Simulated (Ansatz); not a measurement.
Mulliken charges of FHSi (`F[SiH]`) from PBE/def2-TZVPP in Ansatz (PBE0-D4/def2-TZVP geometry).

```json
{"atom": "F1", "x (Å)": "-1.090", "y (Å)": "0.024", "z (Å)": "-0.602", "charge (e)": "-0.242"}
{"atom": "Si2", "x (Å)": "0.187", "y (Å)": "0.629", "z (Å)": "0.174", "charge (e)": "0.338"}
{"atom": "H3", "x (Å)": "0.892", "y (Å)": "-0.719", "z (Å)": "0.415", "charge (e)": "-0.097"}
```

By hand: the dipole of these point charges (1 e Å = 4.8032 D).

Σ q r = (0.240, 0.277, 0.164) e Å, of length 0.402 e Å = 1.93 D.

How does the dipole of the full density compare? (Estimate.)

Ansatz gave: (0.148, 0.038, 0.086) e Å, 0.84 D; the point charges give 2.30 times that, at 31° from its direction.

Point charges leave out the atoms' own dipoles, such as those of lone pairs, and Mulliken's split depends on the basis, so the two needn't agree.
